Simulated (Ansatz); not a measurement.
# C3H6ClN: a ladder of functionals and wavefunction methods

How much do the methods differ for C3H6ClN? The plan is to run it at one geometry with functionals of several rungs and with coupled cluster. The yardstick is the atomisation energy at the CCSD(T) limit.

The runs use Ansatz 0.2.0, Gaussian basis; functionals in def2-TZVPP, the program's frozen cores in correlated methods.

Levels to be run: PBE-D4, r2SCAN-D4, PBE0-D4, B3LYP-D4, ωB97X-V, ωB97M-V, B2PLYP; CCSD(T)/def2-TZVPP; MP2/def2-QZVPP; extrapolation to the limit.

### Step 1. Structure used throughout

All runs share one geometry, relaxed beforehand with PBE0-D4 in a triple-zeta def2 set.

SMILES `C/N=C\CCl`, 11 atoms, charge 0, spin multiplicity 1.

Atoms are counted from 1 here; the program's logs count them from 0.

Bond lengths: C1–N2 1.437 Å, C1–H6 1.093 Å, C1–H7 1.096 Å, C1–H8 1.094 Å, N2–C3 1.260 Å, C3–C4 1.499 Å, C3–H9 1.093 Å, C4–Cl5 1.784 Å, C4–H10 1.091 Å, C4–H11 1.086 Å. Angles: N2–C1–H6 108.2°, N2–C1–H7 116.5°, N2–C1–H8 108.4°, H6–C1–H7 108.5°, H6–C1–H8 106.5°, H7–C1–H8 108.3°, C1–N2–C3 122.8°, N2–C3–C4 129.2°, N2–C3–H9 117.0°, C4–C3–H9 113.8°, C3–C4–Cl5 109.5°, C3–C4–H10 110.1°, C3–C4–H11 113.9°, Cl5–C4–H10 106.6°, Cl5–C4–H11 107.4°, H10–C4–H11 109.1°.

### Step 2. PBE-D4 (GGA)

The input, in.yaml:

```yaml
crystal:
  periodic: [false, false, false]
  atoms:
    - {symbol: C, position_ang: [-1.431464, -0.460818, 0.659210]}
    - {symbol: N, position_ang: [-0.207590, 0.023372, 1.236808]}
    - {symbol: C, position_ang: [0.813008, 0.291341, 0.548422]}
    - {symbol: C, position_ang: [1.016753, 0.170322, -0.932195]}
    - {symbol: Cl, position_ang: [1.643413, 1.712353, -1.575390]}
    - {symbol: H, position_ang: [-2.253927, 0.150409, 1.038270]}
    - {symbol: H, position_ang: [-1.483269, -0.474819, -0.435364]}
    - {symbol: H, position_ang: [-1.606837, -1.476865, 1.024086]}
    - {symbol: H, position_ang: [1.690002, 0.661036, 1.085793]}
    - {symbol: H, position_ang: [1.773601, -0.586317, -1.145778]}
    - {symbol: H, position_ang: [0.111710, -0.067012, -1.483362]}
basis:
  gaussian: {orbitals: def2-TZVPP}
hamiltonian: {xc: pbe, dispersion: d4}
output: {forces: true, orbitals: {seedname: orbitals}}
```

On the command line:

```sh
ansatz run in.yaml --threads 4 --pin off --events-out ev --progress --plain --max-ram 10444MiB
```

Further steps of the session: r2SCAN-D4 (meta-GGA); PBE0-D4 (hybrid); B3LYP-D4 (hybrid); ωB97X-V (range-separated); ωB97M-V (range-separated); B2PLYP (double hybrid); CCSD(T) in def2-TZVPP; MP2 in def2-QZVPP.

Q: Predict the results of all the runs planned. Wanted: atomisation energy, CCSD(T)/CBS; farthest; mean size of error, hybrid; mean size of error, range-separated; gap, smallest and largest; T1 diagnostic; triples share of the correlation energy.

The runs gave:

```
                               quantity                                 value
        atomisation energy, CCSD(T)/CBS                         4191.3 kJ/mol
 functionals within 21.0 kJ/mol (0.5 %)          r2SCAN-D4, B3LYP-D4, ωB97X-V
                               farthest                PBE-D4 (+141.5 kJ/mol)
             mean size of error, hybrid                           33.2 kJ/mol
    mean size of error, range-separated                           20.3 kJ/mol
              gap, smallest and largest  4.09 eV (PBE-D4), 11.42 eV (ωB97X-V)
                          T1 diagnostic                                0.0107
triples share of the correlation energy                                 4.2 %
```

In words: PBE-D4 is off by +141.5 kJ/mol. Double hybrids carry the basis error of their MP2 part in triple zeta, and no dispersion term here, so their miss is partly the set-up's. The reference freezes the cores and leaves out relativity and excitations past (T), so misses under about 21.0 kJ/mol can't be ranked. Hartree-Fock recovers 71 % of the binding; the rest is correlation. The gap grows from 4.1 to 11.4 eV across the functionals, mostly with the share of exact exchange.
